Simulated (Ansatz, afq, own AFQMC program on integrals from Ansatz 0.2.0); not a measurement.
## AFQMC, coupled cluster and functionals along a coordinate of Al₂, triplet

```json
{"atom": "Al", "x (Å)": "0.0000", "y (Å)": "0.0000", "z (Å)": "0.0000"}
{"atom": "Al", "x (Å)": "0.0000", "y (Å)": "0.0000", "z (Å)": "2.4788"}
```

The Al1–Al2 distance is changed with both sides rigid. Energies in kcal/mol count from this geometry (2.479 Å) at the same level; the start stands on UHF, each point on the determinant named.

Basis cc-pVDZ. Noble-gas cores (and the filled d shells of Ga–Kr and In–Xe) are frozen. Ansatz 0.2.0 and our own AFQMC program on the same integrals; the CISD trial comes from CCSD amplitudes, and released means the phaseless constraint is let go. Uncertainties: one standard error, sampling alone.

Cautions, each for one point or more: (T) is large; a spin-contaminated unrestricted determinant lies lower; an unrestricted solution with more broken spin lies lower; cluster runs in doubt by the program's own checks; lower spins were not checked; strong correlation.

```csv
r(Al1–Al2) / Å,det.,T1,weight,⟨S²⟩,CCSD(T),ph-AFQMC/CISD,FCI,CCSDT(Q),PBE0,B3LYP
1.958,ROHF,0.027,0.86,pure,44.4,44.4 ± 0.1,44.8,44.8,39.7,40.4
3.098,UHF†,0.024,0.86,2.04,1.7,1.8 ± 0.1,2.1,2.0,2.4,-0.3
3.911,UHF,0.054,0.83,2.03,17.8,17.8 ± 0.1,16.0,16.0,18.6,13.6
5.503,UHF,0.015,0.88,2.03,25.2,25.6 ± 0.1,25.9,26.3,32.1,26.3
8.271,UHF,0.014,0.88,2.03,26.1,26.5 ± 0.1,27.3,27.3,33.4,27.4
```

Weight is that of the determinant in the CISD state; at the start T1 is 0.032 and the weight 0.85, and ⟨S²⟩ is 2.04. A dagger marks points whose determinant fills other symmetries than the start's, so the wave-function levels may follow another state there, or a degenerate partner. Symmetry can't show for every point that it stays on the start's state. Largest departures from full CI: CCSD(T) 1.8 kcal/mol at 3.911 (on UHF), ph-AFQMC/CISD 1.9 kcal/mol at 3.911 (on UHF), CCSDT(Q) 0.4 kcal/mol at 5.503 (on UHF). The functionals aren't scored here. In this small basis the wave-function levels are far from their limit, so their gap to the functionals isn't the functionals' error. In total energy ph-AFQMC/CISD lies 53 ± 4 meV above full CI at the start, so its agreement along the curve rests in part on cancellation.

Some points may be missing: those where a free walk finds a much lower state, and past Zn most of those on another determinant than at the start.

CCSDT and higher add their correlation energy to the determinant of the CCSD(T) run, since their own runs factorise the integrals more tightly (a shift of under 2 meV). A walk keeps the symmetry of its determinant, which the program's search chose and which needn't be the lowest solution, so a lower state of the same spin and another symmetry isn't excluded.
